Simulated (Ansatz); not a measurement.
**How methods differ on SO2 (sulfur dioxide)**

SO2: 3 atoms, total charge 0, spin state singlet. As SMILES, `O=S=O`. Geometry: optimised at B3LYP/def2-SVP.

```xyz
3

O    -0.9956    0.6579   -0.4697
S     0.2772    0.3675    0.1921
O     0.7184   -1.0254    0.2776
```

Each level gives the adiabatic ionisation energy (to the doublet cation, shapes relaxed at B3LYP/def2-SVP, no zero-point term) (eV). The values are calculated.

```csv
level,kind,program,value (eV),CPU time (all runs)
SVWN5/def2-TZVPP,LDA,Ansatz,12.15,3.9 s
BLYP/def2-TZVPP,GGA,Ansatz,11.81,4.7 s
r2SCAN/def2-TZVPP,meta-GGA,Ansatz,11.99,8 s
B3LYP/def2-TZVPP,global hybrid,Ansatz,12.24,5.4 s
PBE0-D4/def2-TZVPP,global hybrid,Ansatz,12.19,4.9 s
wB97M-V/def2-TZVPP,range-separated hybrid,Ansatz,12.32,31 s
RPA@PBE/def2-TZVPP,RPA,Ansatz,12.11,9.9 s
CCSD(T)/def2-TZVPP,coupled cluster or CI,Ansatz,12.22,30 s
```

The values span 11.81 to 12.32 eV. Spin contamination of the reference (⟨S²⟩ at least 0.1 too high) touches CCSD(T)/def2-TZVPP. The coupled-cluster rows rest on a doubtful reference here (large T1 or Brueckner and Hartree–Fock orbitals at odds), and rows may lie in different states. In so small a basis fixed costs decide the times, and correlated methods can beat functionals. Times are those of the runs behind each value, whatever else they computed, on shared processors of several kinds: orders of magnitude only.
